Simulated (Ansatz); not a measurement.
Relaxation of C4H5 (9 atoms, charge 0, multiplicity 2), to a largest force component of 0.02 eV/Å in at most 40 steps.

All numbers below come from Ansatz 0.2.0, UKS PBE0/6-31G.

```xyz
9
Properties=species:S:1:pos:R:3
C -1.860 0.690 -0.982
C -0.727 0.270 -0.378
C 0.249 -0.118 0.134
C 1.582 -0.587 0.783
H -2.175 0.381 -2.002
H -2.552 1.454 -0.481
H 1.542 -1.688 0.849
H 2.429 -0.265 0.214
H 1.601 -0.185 1.845
```

Question: Where does it end, and by what steps?

Answer: The run converged. Limits of this set-up: no polarisation functions. After 5 steps the energy has fallen by 0.529 eV; H5 moved furthest, 0.10 Å. The start is strongly strained (largest force component 9 eV/Å).

```
step  energy less start (eV)  largest force component (eV/Å)  accepted
   0                  0.0000                           8.602       yes
   1                 -0.4399                           1.462       yes
   2                 -0.3674                           1.611        no
   3                 -0.4854                           0.674       yes
   4                 -0.5287                           0.054       yes
   5                 -0.5288                           0.014       yes
```

```xyz
9
Properties=species:S:1:pos:R:3
C -1.882 0.720 -0.990
C -0.732 0.279 -0.387
C 0.303 -0.118 0.156
C 1.524 -0.585 0.790
H -2.214 0.310 -1.938
H -2.496 1.493 -0.538
H 1.576 -1.681 0.802
H 2.414 -0.223 0.259
H 1.595 -0.241 1.828
```

The run took 9.2 s on 1 thread of Intel(R) Xeon(R) 6975P-C (Granite Rapids) (shared host), peak memory 0.16 GiB.
